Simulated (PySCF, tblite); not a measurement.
# H₃NO: deprotonation

What do calculations give for the deprotonation of H₃NO (`NO`)?

Computed with tblite 0.8.0 and PySCF 2.14.0 and routines of our own; the level stands in each step. Atoms count from 0.

## (1) The system as given

5 atoms, charge 0, multiplicity 1; geometry from: start built from the parent or by distance geometry.

## (2) Relaxing the molecule with GFN2-xTB

Job settings and geometry (Å):

```
{"job": {"kind": "relax", "xc": "GFN2-xTB", "basis": "xTB"}, "charge": 0, "multiplicity": 1}
N     -0.441300    -0.007400     0.286200
O      0.739700    -0.524200     0.045000
H     -1.155300    -0.604300    -0.182400
H     -0.548500     0.984100    -0.077600
H      1.422700     0.157400    -0.105600
```

Command:

```bash
$ OMP_NUM_THREADS=1 python redox_run.py task.json out
```

The driver reads the jobs from task.json and runs them one after another.

Log:

```text
step      E/eV     max force
  0    -229.10414    6.394
  1    -229.43760    1.916
  2    -229.48518    0.554
  3    -229.49445    0.344
  4    -229.50140    0.371
  5    -229.51349    0.438
  6    -229.52002    0.314
  7    -229.52856    0.421
  8    -229.54273    0.744
  9    -229.56359    0.972
 10    -229.59835    0.972
 11    -229.61536    0.634
 12    -229.63022    0.522
 13    -229.62367    1.335
 14    -229.65026    0.545
 15    -229.66319    0.377
 16    -229.68531    1.228
 17    -229.69894    0.213
 18    -229.70665    0.155
 19    -229.70995    0.632
 20    -229.71328    0.241
 21    -229.71517    0.154
 22    -229.71856    0.130
 23    -229.71933    0.138
 24    -229.72059    0.130
 25    -229.72209    0.111
 26    -229.72315    0.055
 27    -229.72337    0.041
 28    -229.72338    0.039
 29    -229.72341    0.020
 30    -229.72342    0.009
```

Run time: 0.27 s. Hardware: 1 thread of AMD EPYC, shared host.

Along the way: (the energy doesn't fall at every step)

```tsv
step	energy from step 0 (eV)	largest force (eV/Å)
0	0.0000	6.3938
1	-0.3335	1.9163
2	-0.3810	0.5536
3	-0.3903	0.3441
4	-0.3973	0.3706
5	-0.4093	0.4376
6	-0.4159	0.3144
7	-0.4244	0.4207
8	-0.4386	0.7438
9	-0.4595	0.9723
10	-0.4942	0.9716
11	-0.5112	0.6342
12	-0.5261	0.5220
13	-0.5195	1.3347
14	-0.5461	0.5448
15	-0.5590	0.3768
16	-0.5812	1.2278
17	-0.5948	0.2130
18	-0.6025	0.1548
19	-0.6058	0.6321
20	-0.6091	0.2411
21	-0.6110	0.1537
22	-0.6144	0.1301
23	-0.6152	0.1379
24	-0.6164	0.1298
25	-0.6180	0.1114
26	-0.6190	0.0547
27	-0.6192	0.0410
28	-0.6192	0.0394
29	-0.6193	0.0196
30	-0.6193	0.0090
```

Distances of close pairs at the start and the end, largest changes first:

```tsv
bond	before (Å)	after (Å)	change (Å)
N0–O1	1.311	1.432	+0.120
N0–H3	1.062	1.020	-0.042
N0–H2	1.042	1.020	-0.022
O1–H4	0.977	0.967	-0.010
```

The next job starts from the end point, and lists it.

## (3) Harmonic vibrations with GFN2-xTB

Job settings and geometry (Å):

```
{"job": {"kind": "ir", "xc": "GFN2-xTB", "basis": "xTB"}, "charge": 0, "multiplicity": 1}
N     -0.419256     0.150564     0.244089
O      0.799454    -0.255569    -0.387822
H     -1.060642    -0.634696     0.135037
H     -0.779405     0.918297    -0.322045
H      1.477093    -0.172890     0.296371
```

Log:

```text
mode    cm-1     km/mol
  1     248.9    229.38
  2    1039.3     37.32
  3    1117.3    158.52
  4    1216.8      0.01
  5    1286.9     38.15
  6    1527.6     27.03
  7    3312.0      5.04
  8    3345.2      4.51
  9    3506.2     22.26
ZPE 99.291  H(298)-E 110.716  G(298)-E 39.763 kJ/mol  S 237.98 J/(mol K)
```

Run time: 0.32 s. Hardware: 1 thread of AMD EPYC, shared host.

Which atoms move in the most intense modes:

```tsv
cm⁻¹	km/mol	atoms
249	229.4	H4 65 %, H2 15 %, H3 15 %
1039	37.3	N0 51 %, O1 28 %
1117	158.5	H2 28 %, H3 28 %, O1 23 %, H4 12 %
1287	38.1	H4 73 %
1528	27.0	H2 46 %, H3 46 %
3312	5.0	H2 50 %, H3 46 %
3345	4.5	H3 48 %, H2 44 %
3506	22.3	H4 94 %
```

## (4) Relaxing the molecule at PBE0-D3(BJ)/ma-def2-SVP

Job settings and geometry (Å):

```
{"job": {"xc": "PBE0", "basis": "ma-def2-SVP", "d3": "d3bj", "grid": 1, "kind": "geom"}, "charge": 0, "multiplicity": 1}
N     -0.419256     0.150564     0.244089
O      0.799454    -0.255569    -0.387822
H     -1.060642    -0.634696     0.135037
H     -0.779405     0.918297    -0.322045
H      1.477093    -0.172890     0.296371
```

Log:

```text
step   0  E = -131.48241589  max force = 0.014909
step   1  E = -131.48271847  max force = 0.003880
step   2  E = -131.48287344  max force = 0.001372
step   3  E = -131.48287859  max force = 0.000378
optimisation converged
```

Wall time 7.3 s (1 thread of AMD EPYC, shared host).

Relaxation path:

```tsv
step	energy from step 0 (eV)	largest force component (eV/Å)
0	0.0000	0.7667
1	-0.0082	0.1995
2	-0.0125	0.0706
3	-0.0126	0.0194
```

Distances of close pairs at the start and the end, largest changes first:

```tsv
bond	before (Å)	after (Å)	change (Å)
N0–O1	1.432	1.411	-0.021
O1–H4	0.967	0.963	-0.004
N0–H3	1.020	1.021	+0.002
N0–H2	1.020	1.021	+0.001
```

The next job starts from the end point, and lists it.

```tsv
at the end point	value
point group (found at 0.08 Å tolerance)	Cs
rotational constants (GHz, main isotopes)	194.6, 26.301, 26.174
dipole moment (D)	0.62
```

## (5) Harmonic vibrations (H₃NO): PBE0-D3(BJ)/ma-def2-SVP

Job settings and geometry (Å):

```
{"job": {"xc": "PBE0", "basis": "ma-def2-SVP", "d3": "d3bj", "grid": 2, "kind": "hessian"}, "charge": 0, "multiplicity": 1}
N     -0.403522     0.149883     0.245435
O      0.789009    -0.259038    -0.387334
H     -1.054553    -0.628376     0.130736
H     -0.768948     0.913941    -0.325204
H      1.455258    -0.170703     0.301998
```

Log:

```text
coarse grid: 4008 points
cycle   1  E = -131.4234911024  dE =  9.575e-02  |g| = 4.592e-01  |ddm| = 2.014e+00
cycle   2  E = -131.3871814612  dE =  3.631e-02  |g| = 6.433e-01  |ddm| = 9.762e-01
cycle   3  E = -131.4642608977  dE = -7.708e-02  |g| = 6.775e-02  |ddm| = 5.223e-01
cycle   4  E = -131.4649999470  dE = -7.390e-04  |g| = 2.443e-02  |ddm| = 6.121e-02
cycle   5  E = -131.4651238954  dE = -1.239e-04  |g| = 4.582e-03  |ddm| = 2.175e-02
cycle   6  E = -131.4651282781  dE = -4.383e-06  |g| = 3.286e-04  |ddm| = 3.945e-03
final grid: 38320 points
cycle   7  E = -131.4828899186  dE = -6.327e-06  |g| = 6.892e-03  |ddm| = 1.241e-02
cycle   8  E = -131.4828762941  dE =  1.362e-05  |g| = 1.093e-02  |ddm| = 1.135e-02
cycle   9  E = -131.4828992385  dE = -2.294e-05  |g| = 4.766e-04  |ddm| = 6.972e-03
cycle  10  E = -131.4828992831  dE = -4.460e-08  |g| = 1.047e-04  |ddm| = 4.780e-04
cycle  11  E = -131.4828992855  dE = -2.386e-09  |g| = 1.153e-05  |ddm| = 9.252e-05
cycle  12  E = -131.4828992856  dE = -3.638e-11  |g| = 1.729e-06  |ddm| = 2.415e-05
converged SCF energy = -131.4828992856

mode    cm-1
  1     453.3
  2     982.5
  3    1124.6
  4    1345.1
  5    1392.4
  6    1666.9
  7    3498.1
  8    3588.8
  9    3878.2
ZPE 107.245  H(298)-E 118.060  G(298)-E 48.382 kJ/mol  S 233.70 J/(mol K)
```

It took 20 s on 1 thread of AMD EPYC, shared host; peak memory 0.61 GiB.

Zero-point energy 107.25 kJ/mol (xTB gave 99.29).

## (6) Single point (H₃NO): wB97X-D3(BJ)/ma-def2-TZVP

Geometry: PBE0-D3(BJ)/ma-def2-SVP.

Job settings and geometry (Å):

```
{"job": {"kind": "sp", "xc": "wB97X", "basis": "ma-def2-TZVP", "d3": "d3bj", "grid": 2}, "charge": 0, "multiplicity": 1}
N     -0.403522     0.149883     0.245435
O      0.789009    -0.259038    -0.387334
H     -1.054553    -0.628376     0.130736
H     -0.768948     0.913941    -0.325204
H      1.455258    -0.170703     0.301998
```

Log:

```text
coarse grid: 4008 points
cycle   1  E = -131.7611728807  dE =  4.930e-02  |g| = 5.013e-01  |ddm| = 1.439e+00
cycle   2  E = -131.7703999735  dE = -9.227e-03  |g| = 4.965e-01  |ddm| = 5.348e-01
cycle   3  E = -131.8089583445  dE = -3.856e-02  |g| = 5.707e-02  |ddm| = 2.286e-01
cycle   4  E = -131.8095100763  dE = -5.517e-04  |g| = 1.302e-02  |ddm| = 3.845e-02
cycle   5  E = -131.8095545084  dE = -4.443e-05  |g| = 6.631e-03  |ddm| = 1.813e-02
cycle   6  E = -131.8095663741  dE = -1.187e-05  |g| = 1.035e-03  |ddm| = 6.771e-03
cycle   7  E = -131.8095673274  dE = -9.533e-07  |g| = 2.848e-04  |ddm| = 3.084e-03
final grid: 38320 points
cycle   8  E = -131.8066407584  dE = -1.884e-05  |g| = 3.345e-03  |ddm| = 1.030e-02
cycle   9  E = -131.8066406476  dE =  1.108e-07  |g| = 3.642e-03  |ddm| = 2.920e-03
cycle  10  E = -131.8066427822  dE = -2.135e-06  |g| = 2.409e-04  |ddm| = 1.522e-03
cycle  11  E = -131.8066428100  dE = -2.784e-08  |g| = 1.224e-04  |ddm| = 3.688e-04
cycle  12  E = -131.8066428150  dE = -4.933e-09  |g| = 4.353e-05  |ddm| = 1.373e-04
converged SCF energy = -131.8066428150
```

Wall time 2.8 s (1 thread of AMD EPYC, shared host).

## (7) Optimising the geometry with GFN2-xTB

This step treats H₂NO−, `N[O-]`.

Job settings and geometry (Å):

```
{"job": {"kind": "relax", "xc": "GFN2-xTB", "basis": "xTB"}, "charge": -1, "multiplicity": 1}
N     -0.387300     0.143800     0.240200
O      0.778300    -0.250400    -0.410300
H     -1.037100    -0.636000     0.133900
H     -0.771400     0.928600    -0.345800
```

Log:

```text
step      E/eV     max force
  0    -219.79467    1.297
  1    -219.82432    0.296
  2    -219.82718    0.202
  3    -219.82997    0.171
  4    -219.83075    0.086
  5    -219.83089    0.018
  6    -219.83090    0.004
```

Wall time 0.04 s (1 thread of AMD EPYC, shared host).

The steps of the relaxation:

```tsv
step	energy from step 0 (eV)	largest force (eV/Å)
0	0.0000	1.2974
1	-0.0297	0.2959
2	-0.0325	0.2022
3	-0.0353	0.1711
4	-0.0361	0.0864
5	-0.0362	0.0176
6	-0.0362	0.0041
```

Distances of close pairs at the start and the end, largest changes first:

```tsv
bond	before (Å)	after (Å)	change (Å)
N0–O1	1.392	1.424	+0.032
N0–H2	1.021	1.040	+0.020
N0–H3	1.052	1.040	-0.012
```

The end geometry stands in the next job.

## (8) Infrared spectrum with GFN2-xTB

Job settings and geometry (Å):

```
{"job": {"kind": "ir", "xc": "GFN2-xTB", "basis": "xTB"}, "charge": -1, "multiplicity": 1}
N     -0.381642     0.155381     0.245996
O      0.809007    -0.256840    -0.418147
H     -1.057749    -0.626380     0.129369
H     -0.787162     0.913795    -0.339293
```

Log:

```text
mode    cm-1     km/mol
  1     980.2     27.17
  2    1202.8      2.77
  3    1204.6     22.09
  4    1581.8     10.09
  5    2932.3    283.09
  6    2939.9    198.99
ZPE 64.848  H(298)-E 74.964  G(298)-E 6.925 kJ/mol  S 228.20 J/(mol K)
```

Wall time 0.13 s (1 thread of AMD EPYC, shared host).

Which atoms move in the most intense modes:

```tsv
cm⁻¹	km/mol	atoms
980	27.2	N0 56 %, O1 43 %
1203	2.8	H3 48 %, H2 41 %
1205	22.1	H2 44 %, H3 37 %, N0 11 %
1582	10.1	H2 47 %, H3 47 %
2932	283.1	H3 60 %, H2 31 %
2940	199.0	H2 63 %, H3 34 %
```

## (9) Optimising the geometry at PBE0-D3(BJ)/ma-def2-SVP

This step treats H2NO−, `N[O-]`.

Job settings and geometry (Å):

```
{"job": {"xc": "PBE0", "basis": "ma-def2-SVP", "d3": "d3bj", "grid": 1, "kind": "geom"}, "charge": -1, "multiplicity": 1}
N     -0.381642     0.155381     0.245996
O      0.809007    -0.256840    -0.418147
H     -1.057749    -0.626380     0.129369
H     -0.787162     0.913795    -0.339293
```

Log:

```text
step   0  E = -130.85344581  max force = 0.009173
step   1  E = -130.85387045  max force = 0.006729
step   2  E = -130.85395978  max force = 0.003016
step   3  E = -130.85397746  max force = 0.000387
step   4  E = -130.85397779  max force = 0.000058
optimisation converged
```

Wall time 4.8 s (1 thread of AMD EPYC, shared host).

The steps of the relaxation:

```tsv
step	energy from step 0 (eV)	largest force component (eV/Å)
0	0.0000	0.4717
1	-0.0116	0.3460
2	-0.0140	0.1551
3	-0.0145	0.0199
4	-0.0145	0.0030
```

Close pairs (by a distance rule), those that changed most:

```tsv
bond	before (Å)	after (Å)	change (Å)
N0–O1	1.424	1.401	-0.023
N0–H3	1.040	1.039	-0.002
N0–H2	1.040	1.039	-0.002
```

The final coordinates are the input of the step that follows.

```tsv
at the end point	value
point group (found at 0.08 Å tolerance)	Cs
rotational constants (GHz, main isotopes)	276.1, 28.944, 27.722
```

## (10) Harmonic vibrations (H₂NO−, N[O-], multiplicity 1): PBE0-D3(BJ)/ma-def2-SVP

Job settings and geometry (Å):

```
{"job": {"xc": "PBE0", "basis": "ma-def2-SVP", "d3": "d3bj", "grid": 2, "kind": "hessian"}, "charge": -1, "multiplicity": 1}
N     -0.364023     0.145797     0.229168
O      0.816409    -0.249595    -0.413558
H     -1.065035    -0.613967     0.129684
H     -0.804897     0.903721    -0.327369
```

Log:

```text
coarse grid: 3392 points
cycle   1  E = -130.6650215684  dE =  9.860e-02  |g| = 8.395e-01  |ddm| = 1.867e+00
cycle   2  E = -128.6311562174  dE =  2.034e+00  |g| = 2.530e+00  |ddm| = 4.762e+01
cycle   3  E = -130.8188819397  dE = -2.188e+00  |g| = 2.532e-01  |ddm| = 4.749e+01
cycle   4  E = -130.8327905959  dE = -1.391e-02  |g| = 1.076e-01  |ddm| = 3.470e-01
cycle   5  E = -130.8350103230  dE = -2.220e-03  |g| = 5.589e-02  |ddm| = 2.433e-01
cycle   6  E = -130.8356535995  dE = -6.433e-04  |g| = 3.064e-03  |ddm| = 4.199e-02
cycle   7  E = -130.8356562442  dE = -2.645e-06  |g| = 5.762e-04  |ddm| = 1.746e-02
final grid: 32944 points
cycle   8  E = -130.8539895246  dE =  9.977e-08  |g| = 8.679e-03  |ddm| = 1.466e-02
cycle   9  E = -130.8539553356  dE =  3.419e-05  |g| = 1.590e-02  |ddm| = 1.733e-02
cycle  10  E = -130.8540038846  dE = -4.855e-05  |g| = 5.857e-04  |ddm| = 1.214e-02
cycle  11  E = -130.8540039607  dE = -7.611e-08  |g| = 1.690e-04  |ddm| = 1.591e-03
cycle  12  E = -130.8540039690  dE = -8.332e-09  |g| = 2.177e-05  |ddm| = 7.083e-04
cycle  13  E = -130.8540039696  dE = -5.416e-10  |g| = 5.682e-06  |ddm| = 4.710e-04
cycle  14  E = -130.8540039696  dE = -7.284e-11  |g| = 1.579e-06  |ddm| = 2.172e-04
converged SCF energy = -130.8540039696

mode    cm-1
  1     916.7
  2    1134.2
  3    1248.9
  4    1580.8
  5    3151.9
  6    3215.6
ZPE 67.278  H(298)-E 77.430  G(298)-E 9.443 kJ/mol  S 228.03 J/(mol K)
```

Wall time 13 s (1 thread of AMD EPYC, shared host); peak memory 0.58 GiB.

Zero-point energy 67.28 kJ/mol (xTB gave 64.85).

## (11) Single point (H2NO−, N[O-], multiplicity 1): wB97X-D3(BJ)/ma-def2-TZVP

Geometry: PBE0-D3(BJ)/ma-def2-SVP.

Job settings and geometry (Å):

```
{"job": {"kind": "sp", "xc": "wB97X", "basis": "ma-def2-TZVP", "d3": "d3bj", "grid": 2}, "charge": -1, "multiplicity": 1}
N     -0.364023     0.145797     0.229168
O      0.816409    -0.249595    -0.413558
H     -1.065035    -0.613967     0.129684
H     -0.804897     0.903721    -0.327369
```

Log:

```text
coarse grid: 3392 points
cycle   1  E = -130.9911187272  dE =  1.744e-02  |g| = 9.105e-01  |ddm| = 1.365e+00
cycle   2  E = -129.6372532872  dE =  1.354e+00  |g| = 2.235e+00  |ddm| = 3.308e+01
cycle   3  E = -131.1544403556  dE = -1.517e+00  |g| = 2.918e-01  |ddm| = 3.282e+01
cycle   4  E = -131.1765561561  dE = -2.212e-02  |g| = 8.220e-02  |ddm| = 3.920e-01
cycle   5  E = -131.1782163281  dE = -1.660e-03  |g| = 3.359e-02  |ddm| = 1.680e-01
cycle   6  E = -131.1785602949  dE = -3.440e-04  |g| = 1.082e-02  |ddm| = 9.098e-02
cycle   7  E = -131.1786585962  dE = -9.830e-05  |g| = 4.669e-03  |ddm| = 9.997e-02
cycle   8  E = -131.1787027529  dE = -4.416e-05  |g| = 1.842e-03  |ddm| = 8.764e-02
cycle   9  E = -131.1787171372  dE = -1.438e-05  |g| = 6.444e-04  |ddm| = 6.566e-02
cycle  10  E = -131.1787187556  dE = -1.618e-06  |g| = 2.033e-04  |ddm| = 2.671e-02
final grid: 32944 points
cycle  11  E = -131.1767155326  dE = -1.429e-05  |g| = 4.305e-03  |ddm| = 1.167e-02
cycle  12  E = -131.1767136071  dE =  1.925e-06  |g| = 5.579e-03  |ddm| = 5.045e-03
cycle  13  E = -131.1767186871  dE = -5.080e-06  |g| = 2.258e-04  |ddm| = 3.226e-03
cycle  14  E = -131.1767187124  dE = -2.536e-08  |g| = 1.379e-04  |ddm| = 8.117e-04
cycle  15  E = -131.1767187192  dE = -6.753e-09  |g| = 5.367e-05  |ddm| = 4.208e-04
converged SCF energy = -131.1767187192
```

Wall time 2.1 s (1 thread of AMD EPYC, shared host).

## (12) Single point (H2NO radical): wB97X-D3(BJ)/ma-def2-TZVP

Geometry: PBE0-D3(BJ)/ma-def2-SVP, that of another charge or spin state.

Job settings and geometry (Å):

```
{"job": {"kind": "sp", "xc": "wB97X", "basis": "ma-def2-TZVP", "d3": "d3bj", "grid": 2}, "charge": 0, "multiplicity": 2}
N     -0.364023     0.145797     0.229168
O      0.816409    -0.249595    -0.413558
H     -1.065035    -0.613967     0.129684
H     -0.804897     0.903721    -0.327369
```

Log:

```text
final grid: 32944 points
cycle   1  E = -131.0906766719  dE = -2.076e-02  |g| = 4.425e-01  |ddm| = 5.922e-01
cycle   2  E = -131.0705443619  dE =  2.013e-02  |g| = 4.901e-01  |ddm| = 4.282e-01
cycle   3  E = -131.1534232734  dE = -8.288e-02  |g| = 6.865e-02  |ddm| = 2.614e-01
cycle   4  E = -131.1553434000  dE = -1.920e-03  |g| = 1.592e-02  |ddm| = 3.744e-02
cycle   5  E = -131.1555859754  dE = -2.426e-04  |g| = 6.118e-03  |ddm| = 1.976e-02
cycle   6  E = -131.1556686439  dE = -8.267e-05  |g| = 2.214e-03  |ddm| = 1.300e-02
cycle   7  E = -131.1556843782  dE = -1.573e-05  |g| = 7.545e-04  |ddm| = 6.174e-03
cycle   8  E = -131.1556858050  dE = -1.427e-06  |g| = 2.364e-04  |ddm| = 1.944e-03
cycle   9  E = -131.1556859617  dE = -1.567e-07  |g| = 8.705e-05  |ddm| = 6.107e-04
cycle  10  E = -131.1556859840  dE = -2.227e-08  |g| = 2.650e-05  |ddm| = 2.317e-04
cycle  11  E = -131.1556859860  dE = -2.014e-09  |g| = 7.297e-06  |ddm| = 7.285e-05
converged SCF energy = -131.1556859860
```

It took 4.2 s on 1 thread of AMD EPYC, shared host.

## (13) Single point (H₂NO radical): wB97X-D3(BJ)/ma-def2-TZVP

Geometry: PBE0-D3(BJ)/ma-def2-SVP, that of another charge or spin state.

Job settings and geometry (Å):

```
{"job": {"kind": "sp", "xc": "wB97X", "basis": "ma-def2-TZVP", "d3": "d3bj", "grid": 2}, "charge": 0, "multiplicity": 2}
N     -0.229315    -0.391712     0.265873
O      1.052083     0.256688    -0.200005
H     -0.792402    -0.286540    -0.594691
H      1.062462     1.064774     0.317434
```

Log:

```text
final grid: 32944 points
cycle   1  E = -131.0778670844  dE = -3.064e-02  |g| = 3.767e-01  |ddm| = 5.639e-01
cycle   2  E = -131.0794877199  dE = -1.621e-03  |g| = 3.654e-01  |ddm| = 3.746e-01
cycle   3  E = -131.1313633725  dE = -5.188e-02  |g| = 6.860e-02  |ddm| = 2.045e-01
cycle   4  E = -131.1329982741  dE = -1.635e-03  |g| = 1.221e-02  |ddm| = 3.453e-02
cycle   5  E = -131.1331911435  dE = -1.929e-04  |g| = 3.788e-03  |ddm| = 1.858e-02
cycle   6  E = -131.1332413421  dE = -5.020e-05  |g| = 1.737e-03  |ddm| = 9.843e-03
cycle   7  E = -131.1332531818  dE = -1.184e-05  |g| = 8.176e-04  |ddm| = 4.780e-03
cycle   8  E = -131.1332568530  dE = -3.671e-06  |g| = 4.081e-04  |ddm| = 3.061e-03
cycle   9  E = -131.1332579688  dE = -1.116e-06  |g| = 2.215e-04  |ddm| = 1.793e-03
cycle  10  E = -131.1332583402  dE = -3.714e-07  |g| = 9.424e-05  |ddm| = 1.201e-03
cycle  11  E = -131.1332583971  dE = -5.689e-08  |g| = 3.846e-05  |ddm| = 4.914e-04
cycle  12  E = -131.1332584029  dE = -5.842e-09  |g| = 1.822e-05  |ddm| = 1.492e-04
converged SCF energy = -131.1332584029
```

Wall time 4.5 s (1 thread of AMD EPYC, shared host).

## (14) Deprotonation: wB97X-D3(BJ)/ma-def2-TZVP

This step combines the energies above: geometries from PBE0-D3(BJ)/ma-def2-SVP, zero-point and thermal terms from PBE0-D3(BJ)/ma-def2-SVP.

Job settings and geometry (Å):

```
{"job": {"kind": "ac", "geom": {"xc": "PBE0", "basis": "ma-def2-SVP", "d3": "d3bj", "grid": 1}, "hess": 1, "level": {"xc": "wB97X", "basis": "ma-def2-TZVP", "d3": "d3bj"}}, "charge": 0, "multiplicity": 1}
N     -0.403522     0.149883     0.245435
O      0.789009    -0.259038    -0.387334
H     -1.054553    -0.628376     0.130736
H     -0.768948     0.913941    -0.325204
H      1.455258    -0.170703     0.301998
```

Output (the driver's rows laid out field by field):

```text
deprotonation site by site, wB97X-D3(BJ)/ma-def2-TZVP // PBE0-D3(BJ)/ma-def2-SVP

row 1
  formula                 H2NO
  charge                  -1
  multiplicity            1
  smiles                  N[O-]
  kept                    yes
  pieces                  1
  point_group             Cs
  atom                    1
  element                 O
  electronic              1653.87
  enthalpy                1619.43
  free_energy             1588.64
  vertical_detachment_ev  0.572
  share_gas               1.0

row 2
  formula                 H2NO
  charge                  -1
  multiplicity            1
  smiles                  [NH-]O
  kept                    yes
  pieces                  1
  point_group             C1
  atom                    0
  element                 N
  electronic              1706.01
  enthalpy                1670.19
  free_energy             1637.9
  vertical_detachment_ev  0.642
  share_gas               2.344e-09
```

Run time: 82 s. Hardware: 1 thread of AMD EPYC, shared host.

Some single points behind these values are not shown above.

Energy needed to remove a proton (kJ/mol, gas phase, 298 K for the thermal columns):

```tsv
site	product	electronic	enthalpy	free energy
O1	N[O-]	1653.9	1619.4	1588.6
N0	[NH-]O	1706.0	1670.2	1637.9
```

## (15) Single point (H₃NO): wavefunction

Geometry: PBE0-D3(BJ)/ma-def2-SVP.

Job settings and geometry (Å):

```
{"job": {"kind": "sp", "xc": "CCSD(T)", "basis": "jun-cc-pV(T+d)Z", "grid": 2}, "charge": 0, "multiplicity": 1}
N     -0.403522     0.149883     0.245435
O      0.789009    -0.259038    -0.387334
H     -1.054553    -0.628376     0.130736
H     -0.768948     0.913941    -0.325204
H      1.455258    -0.170703     0.301998
```

With the program's defaults for keys left out, this is: wavefunction single point, frozen core, gas phase.

Log:

```text
final grid: 38320 points
cycle   1  E = -131.0068337644  dE =  1.027e-02  |g| = 4.352e-01  |ddm| = 1.344e+00
cycle   2  E = -131.0355938117  dE = -2.876e-02  |g| = 2.376e-01  |ddm| = 3.115e-01
cycle   3  E = -131.0445128835  dE = -8.919e-03  |g| = 4.679e-02  |ddm| = 1.138e-01
cycle   4  E = -131.0450571727  dE = -5.443e-04  |g| = 9.561e-03  |ddm| = 3.335e-02
cycle   5  E = -131.0451147337  dE = -5.756e-05  |g| = 3.135e-03  |ddm| = 1.486e-02
cycle   6  E = -131.0451212731  dE = -6.539e-06  |g| = 1.300e-03  |ddm| = 4.913e-03
cycle   7  E = -131.0451224102  dE = -1.137e-06  |g| = 3.402e-04  |ddm| = 2.389e-03
cycle   8  E = -131.0451224983  dE = -8.804e-08  |g| = 8.366e-05  |ddm| = 6.344e-04
cycle   9  E = -131.0451225042  dE = -5.913e-09  |g| = 2.767e-05  |ddm| = 1.580e-04
converged SCF energy = -131.0451225042
E(HF, exact integrals) = -131.0451536484
E(MP2) = -131.5154314642
E(CCSD) = -131.5276790359
E(CCSD(T)) = -131.5453532194
T1 diagnostic = 0.0105
```

It took 86 s on 1 thread of AMD EPYC, shared host; peak memory 1.9 GiB.

[end of part 1 of 2]
